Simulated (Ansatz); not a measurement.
Consider the homolysis of the H–N bond: `NN` → H• + `[NH]N`•.

Isolated molecules relaxed with PBE0-D4/def2-TZVP in Ansatz; ΔE leaves out vibrations. CCSD(T)/CBS is extrapolated from def2-TZVPP and def2-QZVPP, frozen cores. DFT in def2-TZVPP. B3LYP here is the variant with VWN-RPA as its local correlation; programs differ in this. HSE06 is defined as in plane-wave codes. No spin–orbit coupling; open shells (•) take unrestricted orbitals.

```json
{"level": "LDA (SPW92)", "ΔE (kcal/mol)": "94.8", "difference from CCSD(T)/CBS": "4.8"}
{"level": "PBE-D4", "ΔE (kcal/mol)": "83.5", "difference from CCSD(T)/CBS": "-6.5"}
{"level": "revPBE-D4", "ΔE (kcal/mol)": "82.3", "difference from CCSD(T)/CBS": "-7.7"}
{"level": "BLYP-D4", "ΔE (kcal/mol)": "83.3", "difference from CCSD(T)/CBS": "-6.7"}
{"level": "r2SCAN-D4", "ΔE (kcal/mol)": "83.3", "difference from CCSD(T)/CBS": "-6.7"}
{"level": "B97M-V", "ΔE (kcal/mol)": "86.4", "difference from CCSD(T)/CBS": "-3.6"}
{"level": "PBE0-D4", "ΔE (kcal/mol)": "84.7", "difference from CCSD(T)/CBS": "-5.3"}
{"level": "B3LYP-D4", "ΔE (kcal/mol)": "85.7", "difference from CCSD(T)/CBS": "-4.3"}
{"level": "r2SCANh-D4", "ΔE (kcal/mol)": "83.7", "difference from CCSD(T)/CBS": "-6.3"}
{"level": "r2SCAN0-D4", "ΔE (kcal/mol)": "84.2", "difference from CCSD(T)/CBS": "-5.8"}
{"level": "HSE06-D4", "ΔE (kcal/mol)": "84.8", "difference from CCSD(T)/CBS": "-5.2"}
{"level": "BHLYP-D4", "ΔE (kcal/mol)": "85.6", "difference from CCSD(T)/CBS": "-4.4"}
{"level": "PBE-QIDH", "ΔE (kcal/mol)": "87.2", "difference from CCSD(T)/CBS": "-2.8"}
{"level": "PBE", "ΔE (kcal/mol)": "83.3", "difference from CCSD(T)/CBS": "-6.7"}
{"level": "revPBE", "ΔE (kcal/mol)": "81.3", "difference from CCSD(T)/CBS": "-8.7"}
{"level": "PBE0", "ΔE (kcal/mol)": "84.5", "difference from CCSD(T)/CBS": "-5.5"}
{"level": "HSE06", "ΔE (kcal/mol)": "84.6", "difference from CCSD(T)/CBS": "-5.4"}
{"level": "CAM-B3LYP", "ΔE (kcal/mol)": "86.5", "difference from CCSD(T)/CBS": "-3.5"}
{"level": "LC-ωPBE", "ΔE (kcal/mol)": "85.2", "difference from CCSD(T)/CBS": "-4.8"}
{"level": "HF/def2-SVP", "ΔE (kcal/mol)": "64.7", "difference from CCSD(T)/CBS": "-25.3"}
{"level": "CCSD(T)/def2-SVP", "ΔE (kcal/mol)": "84.4", "difference from CCSD(T)/CBS": "-5.6"}
{"level": "CCSD/def2-TZVPP", "ΔE (kcal/mol)": "88.0", "difference from CCSD(T)/CBS": "-2.0"}
{"level": "HF/def2-QZVPP", "ΔE (kcal/mol)": "65.1", "difference from CCSD(T)/CBS": "-24.9"}
{"level": "CCSD/def2-QZVPP", "ΔE (kcal/mol)": "89.0", "difference from CCSD(T)/CBS": "-1.0"}
{"level": "CCSD(T)/def2-QZVPP", "ΔE (kcal/mol)": "89.3", "difference from CCSD(T)/CBS": "-0.7"}
{"level": "HF/CBS(def2)", "ΔE (kcal/mol)": "65.2", "difference from CCSD(T)/CBS": "-24.8"}
{"level": "MP2/CBS(def2)", "ΔE (kcal/mol)": "92.2", "difference from CCSD(T)/CBS": "2.2"}
{"level": "CCSD/CBS(def2)", "ΔE (kcal/mol)": "89.7", "difference from CCSD(T)/CBS": "-0.3"}
{"level": "MP2/cc-pV(D+d)Z", "ΔE (kcal/mol)": "84.1", "difference from CCSD(T)/CBS": "-5.9"}
{"level": "CCSD/cc-pV(D+d)Z", "ΔE (kcal/mol)": "83.4", "difference from CCSD(T)/CBS": "-6.6"}
{"level": "CCSD(T)/cc-pV(D+d)Z", "ΔE (kcal/mol)": "83.4", "difference from CCSD(T)/CBS": "-6.6"}
{"level": "HF/cc-pV(T+d)Z", "ΔE (kcal/mol)": "65.1", "difference from CCSD(T)/CBS": "-24.9"}
{"level": "MP2/cc-pV(T+d)Z", "ΔE (kcal/mol)": "89.7", "difference from CCSD(T)/CBS": "-0.3"}
{"level": "HF/cc-pV(Q+d)Z", "ΔE (kcal/mol)": "65.1", "difference from CCSD(T)/CBS": "-24.9"}
{"level": "MP2/cc-pV(Q+d)Z", "ΔE (kcal/mol)": "91.1", "difference from CCSD(T)/CBS": "1.1"}
{"level": "CCSD/cc-pV(Q+d)Z", "ΔE (kcal/mol)": "88.9", "difference from CCSD(T)/CBS": "-1.1"}
{"level": "CCSD(T)/cc-pV(Q+d)Z", "ΔE (kcal/mol)": "89.2", "difference from CCSD(T)/CBS": "-0.8"}
{"level": "HF/CBS(cc)", "ΔE (kcal/mol)": "65.1", "difference from CCSD(T)/CBS": "-24.9"}
{"level": "MP2/CBS(cc)", "ΔE (kcal/mol)": "92.0", "difference from CCSD(T)/CBS": "2.0"}
{"level": "CCSD(T)/CBS(cc)", "ΔE (kcal/mol)": "89.9", "difference from CCSD(T)/CBS": "-0.1"}
{"level": "CCSD(T)/CBS", "ΔE (kcal/mol)": "90.0", "difference from CCSD(T)/CBS": "0"}
```

Largest T1 diagnostic among the species: 0.021.

Leaving LDA and LC-ωPBE aside and taking each functional with its dispersion term where it has one, the values, not all of them listed here, spread over 6.2 kcal/mol, from revPBE-D4 to ωB97M-V. LDA lies +11.5 kcal/mol from PBE without D4, its usual overbinding. In def2-TZVPP, CCSD(T) changes the Hartree–Fock value by +23.2 kcal/mol (the triples alone add +0.3 kcal/mol) and MP2 by +24.8 kcal/mol; breaking electron pairs costs correlation energy, which Hartree–Fock lacks.
